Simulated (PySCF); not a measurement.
# Bonding in `CC1(C)CCC1`

Compound: C6H12.
Atom-mapped SMILES: `[CH3:1][C:2]1([CH3:3])[CH2:4][CH2:5][CH2:6]1` (hydrogens: H7, H8, H9 on C1; H10, H11, H12 on C3; H13, H14 on C4; H15, H16 on C5; H17, H18 on C6)

Structure used (PBE0-D3(BJ)/def2-SVP), in Å, numbered top down from 1:
```
atom  x, y, z in Å
C1    -0.7599   -1.4160   -0.5102
C2    -0.3862   -0.0638    0.0828
C3    -1.6161    0.6583    0.6004
C4     0.5426    0.7406   -0.8667
C5     1.7625    0.2198   -0.0848
C6     0.8144   -0.1798    1.0607
H7    -1.4619   -1.2957   -1.3514
H8     0.1247   -1.9533   -0.8870
H9    -1.2435   -2.0564    0.2455
H10   -1.3533    1.6384    1.0290
H11   -2.1201    0.0712    1.3859
H12   -2.3456    0.8290   -0.2087
H13    0.4800    0.5081   -1.9418
H14    0.4059    1.8261   -0.7392
H15    2.2299   -0.6519   -0.5671
H16    2.5567    0.9439    0.1492
H17    0.7709    0.5920    1.8452
H18    0.9717   -1.1568    1.5452
```

Bond orders from the PBE0/pcSseg-1 density (PySCF). One conformer (not necessarily the lowest) at the PBE0-D3(BJ)/def2-SVP geometry, without solvent, vibrations or thermal averaging.

(1) Where do the orders between heavy atoms depart from those drawn in the SMILES?

(2) Give the Mayer order of every bond, beside its length.

Answers

(1) The largest departure is 0.046, at C2–C3 (drawn single, 1.046).

(2) 
```
  bond  drawn as  length (Å)  Mayer order
 C1–C2    single       1.523        1.014
 C2–C3    single       1.517        1.046
 C2–C4    single       1.553        0.963
 C4–C5    single       1.540        1.033
 C5–C6    single       1.540        1.033
 C6–C2    single       1.553        0.963
 C1–H7    single       1.102        0.960
 C1–H8    single       1.101        0.959
 C1–H9    single       1.102        0.960
C3–H10    single       1.102        0.957
C3–H11    single       1.103        0.961
C3–H12    single       1.103        0.961
C4–H13    single       1.102        0.963
C4–H14    single       1.101        0.945
C5–H15    single       1.100        0.947
C5–H16    single       1.100        0.960
C6–H17    single       1.101        0.945
C6–H18    single       1.102        0.963
```

Bonds between the same two heavy elements. C–C: lowest C2–C4 and C6–C2 (0.963, 1.553 Å), highest C2–C3 (1.046, 1.517 Å). Bonds named together lie within 0.004.

Sum the orders of all bonds at each heavy atom with more than one neighbour and set the sums beside the valence in the SMILES.

C1 3.893 (drawn 4), C2 3.986 (drawn 4), C3 3.925 (drawn 4), C4 3.904 (drawn 4), C5 3.973 (drawn 4), C6 3.904 (drawn 4). Orders between atoms that aren't bonded are not in these sums.

The Mayer order sums products of elements of PS (density times overlap matrix) between the two atoms' basis functions, so it depends on the basis set.

The run behind these numbers computed NMR shieldings as well. Hardware: Arm Neoverse V2, one thread, shared host. Cost: 18 s of wall time.
